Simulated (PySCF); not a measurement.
`SC1CCC1`. Computed geometry: GFN2-xTB, gas phase.

```
atom  x, y, z in Å
S1     1.8355   -1.1574   -0.9912
C2     0.5950   -0.5346    0.1998
C3     0.3132    0.9733    0.1783
C4    -1.1911    0.6651    0.1136
C5    -0.8617   -0.8052   -0.1903
H6     2.8809   -0.5816   -0.4019
H7     0.8627   -0.9209    1.1830
H8     0.6839    1.4477   -0.7281
H9     0.6610    1.5332    1.0443
H10   -1.7515    1.1946   -0.6531
H11   -1.6895    0.7947    1.0719
H12   -1.3793   -1.5569    0.4014
H13   -0.9636   -1.0515   -1.2454
```

Q: What is the longest distance between nuclei?

A: H6···H11, 5.00 Å; the next longest distance is 4.97 Å.

Q: Work out the bond lengths S1–C2, C2–C3, C2–H7, C3–H8, C4–C5, C5–H12, C5–H13 in Å.

A: For S1–C2 the difference vector is (-1.2405, 0.6228, 1.1910) Å, of length 1.8290 Å. S1–C2 1.829; C2–C3 1.534; C2–H7 1.090; C3–H8 1.088; C4–C5 1.537; C5–H12 1.088; C5–H13 1.088 Å.

Q: How far apart are these pairs, which share no bond: S1···H9, C2···H10, H6···H9, H7···H9, H7···H11, H9···H12?

A: S1···H9 3.572 Å (3 bonds apart); C2···H10 3.037 Å (3 bonds apart); H6···H9 3.390 Å (4 bonds apart); H7···H9 2.466 Å (3 bonds apart); H7···H11 3.077 Å (4 bonds apart); H9···H12 3.758 Å (4 bonds apart).

Q: How far are the heavy atoms from their best plane (unweighted least squares)?

A: 0.267 Å rms; S1 0.26, C2 0.49, C3 0.02, C4 0.21, C5 0.01 Å (magnitudes).

Q: Give the dihedral angles H7–C2–C3–C4, H10–C4–C5–H12, C3–C2–C5–H12, C5–C2–C3–C4.

A: H7–C2–C3–C4 -104° (anticlinal); H10–C4–C5–H12 -110° (anticlinal); C3–C2–C5–H12 -132° (anticlinal); C5–C2–C3–C4 12° (synperiplanar). Dihedral signs follow IUPAC: positive where, seen along the central bond, the front bond turns clockwise onto the rear one.

Q: What is the repulsion energy of the bare nuclei, Σ ZA·ZB/RAB?

A: 226.16 Eh over 78 pairs, with full nuclear charges and distances in bohr; the largest single term is 27.78 Eh (S1 with C2).

Q: Where is the centre of mass (commonest isotopes), and what is the radius of gyration?

A: Mass 88.035 u; centre at (0.503, -0.370, -0.311) Å; Rg = √(Σ m r²/M) = 1.639 Å. As Ia + Ib + Ic = 2 Σ m r², the three principal moments sum to 473.0 u·Å².

Q: Write the matrix of distances between heavy atoms (Å, lower triangle).

A: 
```
S1    0.000
C2    1.829  0.000
C3    2.868  1.534  0.000
C4    3.702  2.153  1.537  0.000
C5    2.836  1.532  2.163  1.537  0.000
```

No GFN2-xTB frequencies stand behind this structure, so it isn't proved a minimum. The numbers are those of one conformer.
